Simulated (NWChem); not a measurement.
# CH3N (methanimine): a line through the functionals

CH3N has 5 atoms, charge 0, and is taken as a singlet. As SMILES, `C=N`. The shape is that of a PBE0-D4/def2-TZVP optimisation.

The dipole moment y, in D, basis cc-pVTZ; a is the functional's share of exact exchange. Programs: NWChem 7.3.0.

```
functional  program     a  y (D)
      TPSS   NWChem     0   1.86
       PBE   NWChem     0   1.83
     B3LYP   NWChem   0.2   1.93
      PBE0   NWChem  0.25      ?
     BHLYP   NWChem   0.5   2.04
```

Problem. Fit y = c + s·a to the known rows and predict PBE0.

Solution. 
1. Means of the 4 rows: a = 0.1750, y = 1.915.
2. Σ(Δa)² = 0.1675, Σ(Δa·Δy) = 0.0655, so the slope is 0.0655/0.1675 = 0.39104.
3. Intercept: 1.915 − (0.39104) × 0.1750 = 1.847. The largest residual of the fit is 0.017.
4. PBE0: 1.847 + (0.39104) × 0.25 = 1.94 D.

The run gave 1.94 D, so the prediction is off by 0.00 D: they agree to the digits shown. More exact exchange makes the molecule more polar here. The measured value is 2.00 D (NIST CCCBDB).
